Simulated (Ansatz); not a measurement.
A nudged elastic band was laid between two geometries of BFH2 + H2 (6 atoms, charge 0, multiplicity 1).

These are results of RKS PBE0/def2-SVP (Ansatz), not measurements.

```yaml
movable_images: 5
climbing_image: yes
spring: 5.0 eV/Å²
optimiser: quadratic models (default)
start_path: through a guess of the saddle point
force_threshold: 0.03 eV/Å
iteration_limit: 60
end_points: relaxed
```

First end point:

```xyz
6
Properties=species:S:1:pos:R:3
B -0.010 0.462 0.024
F -0.020 0.929 1.256
H 1.063 0.302 -0.512
H -1.074 0.236 -0.504
H 0.082 -2.399 0.661
H 0.070 -2.057 1.340
```

Last end point:

```xyz
6
Properties=species:S:1:pos:R:3
B 0.014 -0.352 -0.217
F 0.010 -0.047 1.657
H 1.040 0.219 -0.502
H -1.045 0.155 -0.497
H 0.052 -1.563 -0.092
H 0.041 -0.939 1.915
```

Task: What changes between the two ends?

Result: Bonds broken: B1–F2, H5–H6. Bonds formed: B1–H5, F2–H6. BFH2 + H2 becomes BH3 + FH.

Task: What energy profile does the band end with?

Result: It converged. The highest image is number 4 of 0 to 6, 1.50 eV above the first end and 0.32 eV above the last; the last end lies 1.18 eV above the first. A vibrational analysis at the climbing image gives one clearly imaginary mode, 1069i cm⁻¹: a first-order saddle point. The orbitals stay closed-shell, which can raise the energy where a bond breaks towards radicals; this wasn't checked here.

| image | path coordinate (Å) | energy (eV) | B1–F2 (Å) | H5–H6 (Å) | B1–H5 (Å) |
| --- | --- | --- | --- | --- | --- |
| 0 | 0.00 | 0.00 | 1.32 | 0.76 | 2.93 |
| 1 | 0.51 | 0.01 | 1.32 | 0.76 | 2.44 |
| 2 | 1.03 | 0.11 | 1.33 | 0.76 | 1.99 |
| 3 | 1.54 | 0.59 | 1.40 | 0.80 | 1.57 |
| 4 | 2.05 | 1.50 | 1.63 | 1.08 | 1.31 |
| 5 | 2.48 | 1.25 | 1.85 | 1.56 | 1.23 |
| 6 | 2.91 | 1.18 | 1.90 | 2.10 | 1.22 |

Task: What is the geometry of the highest image?

Result: 
```xyz
6
Properties=species:S:1:pos:R:3:forces:R:3
B 0.013 -0.233 0.021 0.00 -0.01 0.03
F 0.011 0.063 1.623 0.00 -0.02 -0.02
H 1.061 0.110 -0.456 0.00 0.00 0.00
H -1.056 0.056 -0.449 0.00 0.00 0.00
H 0.046 -1.519 0.285 0.00 0.00 0.00
H 0.036 -1.003 1.240 0.00 0.03 -0.01
```

Task: What are the harmonic wavenumbers there?

Result: 1069i, 734, 821, 923, 1092, 1143, 1167, 1470, 2024, 2314, 2617, 2735 cm⁻¹.

The band took 11 iterations and of the order of 19 core-seconds.

Time of the run: 19 s on 1 thread of AMD EPYC 9R45 96-Core Processor (Zen 5) (shared host), peak memory 0.1 GiB.
